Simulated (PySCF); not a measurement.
Compound: cyclopentene, C5H8.
Atom-mapped SMILES: `[CH:1]1=[CH:2][CH2:3][CH2:4][CH2:5]1` (hydrogens: H6 on C1; H7 on C2; H8, H9 on C3; H10, H11 on C4; H12, H13 on C5)

The same species was optimised twice, with GFN2-xTB and with PBE0-D3(BJ)/def2-SVP (PySCF), and the same property calculations (PySCF, gas phase) were run on both structures.

```tsv
coordinate	GFN2-xTB	PBE0-D3(BJ)/def2-SVP	change
C1–H6 (Å)	1.077	1.093	+0.016
C2–H7 (Å)	1.077	1.093	+0.016
C1=C2 (Å)	1.321	1.337	+0.016
C5–H12 (Å)	1.094	1.106	+0.012
C3–H9 (Å)	1.094	1.106	+0.012
C3–H8 (Å)	1.091	1.102	+0.011
C5–H13 (Å)	1.091	1.102	+0.011
C4–H11 (Å)	1.088	1.100	+0.012
C4–H10 (Å)	1.090	1.101	+0.011
C2–C3 (Å)	1.499	1.504	+0.005
C1–C5 (Å)	1.499	1.504	+0.005
C4–C5 (Å)	1.539	1.540	+0.001
C3–C4 (Å)	1.539	1.540	+0.001
C3–C2–H7 (°)	121.4	123.2	+1.8
C5–C1–H6 (°)	121.5	123.2	+1.7
H8–C3–H9 (°)	107.5	106.0	-1.5
C1–C2–H7 (°)	126.4	124.9	-1.5
C2–C1–H6 (°)	126.4	124.9	-1.5
H12–C5–H13 (°)	107.4	106.0	-1.4
H10–C4–H11 (°)	108.0	107.0	-1.0
C2–C3–H8 (°)	112.1	113.1	+1.0
```

Rotational constants: A = 7397, B = 7342, C = 3987 MHz (GFN2-xTB) against A = 7347, B = 7254, C = 3964 MHz (PBE0-D3(BJ)/def2-SVP). Point groups within 0.08 Å: Cs and Cs. Atoms that the bonding makes alike are paired by their places after alignment.

On the GFN2-xTB structure: HOMO (eV) -6.88 [PBE0/pcSseg-1]; LUMO (eV) 0.77 [PBE0/pcSseg-1]; dipole (D) 0.21 [PBE0/pcSseg-1]; GIAO shielding of C1/C2 (mean) (ppm) 49.1 [PBE0/pcSseg-1]; GIAO shielding of C3/C5 (mean) (ppm) 149.9 [PBE0/pcSseg-1]; GIAO shielding of C4 (ppm) 162.2 [PBE0/pcSseg-1].

Problem. What do these properties become on the PBE0-D3(BJ)/def2-SVP structure?

Solution. 
| property | level | on GFN2-xTB | on PBE0-D3(BJ)/def2-SVP | change |
| --- | --- | --- | --- | --- |
| HOMO (eV) | PBE0/pcSseg-1 | -6.88 | -6.84 | +0.04 |
| LUMO (eV) | PBE0/pcSseg-1 | 0.77 | 0.64 | -0.13 |
| dipole (D) | PBE0/pcSseg-1 | 0.21 | 0.22 | +0.01 |
| energy, GFN2-xTB geometry as zero (kcal/mol) | PBE0/pcSseg-1 | 0.0 | -0.5 | -0.5 |
| GIAO shielding of C1/C2 (mean) (ppm) | PBE0/pcSseg-1 | 49.1 | 44.7 | -4.4 |
| GIAO shielding of C3/C5 (mean) (ppm) | PBE0/pcSseg-1 | 149.9 | 148.9 | -1.0 |
| GIAO shielding of C4 (ppm) | PBE0/pcSseg-1 | 162.2 | 158.9 | -3.3 |

The heavy atoms differ by 0.019 Å rms after alignment. Among all bonds C1=C2, C1–H6 and C2–H7 change most and about equally (+0.016 Å). Changes are differences of the printed values. Neither structure is proved a minimum here.
